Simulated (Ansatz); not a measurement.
**BNH (doublet): wave-function methods side by side, cc-pVTZ**

How much of the correlation energy of BNH (doublet) does each wave-function method recover here?

Method: cc-pVTZ, core rule «outside noble gas», up to 2 orbitals frozen; program: Ansatz 0.2.0, Gaussian basis.

Plan: UHF; CCSD(T) on ROHF; CCSD(T) on UHF; BCCD(T) on ROHF; CCSDT(Q) on ROHF; CCSDT(Q) on UHF; CASSCF and MRCISD+Q, 9 electrons in 9 orbitals; CASSCF and NEVPT2, 9 electrons in 9 orbitals.

5 further runs of the same task are left out: 2 for a known fault of the program, 3 set aside as unsound or not needed.

## Step 1: The system

The geometry is a PBE0/def2-TZVP stationary point (not a proven minimum).

3 atoms, charge 0, spin multiplicity 2.

Atoms are counted from 1 here; the program's logs count them from 0.

Bond lengths: B1–N2 1.234 Å, N2–H3 0.993 Å. Angles: B1–N2–H3 180.0°.

## Step 2: UHF

File in.yaml:

```yaml
crystal:
  periodic: [false, false, false]
  atoms:
    - {symbol: B, position_ang: [0.000000, 0.000000, 1.153245]}
    - {symbol: N, position_ang: [0.000000, 0.000000, -0.080303]}
    - {symbol: H, position_ang: [0.000000, 0.000000, -1.072942]}
basis:
  gaussian: {orbitals: cc-pVTZ}
magnetization: {spin_polarized: true, initial_magnetization: 1}
hamiltonian: {xc: hf}
output: {orbitals: {seedname: orbitals}}
```

Started as:

```
ansatz run in.yaml --threads 1 --pin off --events-out ev --progress --plain --max-ram 2816MiB --backend cpu
```

The runs that follow: CCSD(T) on ROHF; CCSD(T) on UHF; BCCD(T) on ROHF; CCSDT(Q) on ROHF; CCSDT(Q) on UHF; CASSCF and MRCISD+Q, 9 electrons in 9 orbitals; CASSCF and NEVPT2, 9 electrons in 9 orbitals.

**Question.** What will the summary of the whole plan be? Wanted: UCCSDT(Q) below the RHF energy; RMP2 from UCCSDT(Q); UMP2 from UCCSDT(Q); RCCSD from UCCSDT(Q); RCCSD(T) from UCCSDT(Q); UCCSD(T) from UCCSDT(Q); RCCSDT(Q) from UCCSDT(Q); NEVPT2 valence from UCCSDT(Q); MRCISD+Q valence from UCCSDT(Q).

As calculated:

| quantity | value |
| --- | --- |
| UCCSDT(Q) below the RHF energy | -8.1234 eV |
| RMP2 from UCCSDT(Q) | +650.2 meV |
| UMP2 from UCCSDT(Q) | +708.9 meV |
| RCCSD from UCCSDT(Q) | +417.5 meV |
| RCCSD(T) from UCCSDT(Q) | +36.5 meV |
| UCCSD(T) from UCCSDT(Q) | +43.9 meV |
| RCCSDT(Q) from UCCSDT(Q) | +3.6 meV |
| NEVPT2 valence from UCCSDT(Q) | +951.2 meV |
| MRCISD+Q valence from UCCSDT(Q) | +68.2 meV |
| levels within 1 kcal/mol (43 meV) | RCCSD(T), BCCD(T), RCCSDT, UCCSDT, RCCSDT(Q) |
| T1 diagnostic | 0.026 |
| effectively unpaired electrons | 1.04 |

What this shows: RCCSD(T) misses by +36.5 meV, 0.4 % of the correlation energy. One determinant dominates. Of the multireference levels listed MRCISD+Q valence comes nearest in total energy (+68.2 meV), which doesn't show that its space is the better one. These misses are within one basis, not against nature; the frozen cores of restricted and unrestricted runs differ, which can shift their rows.
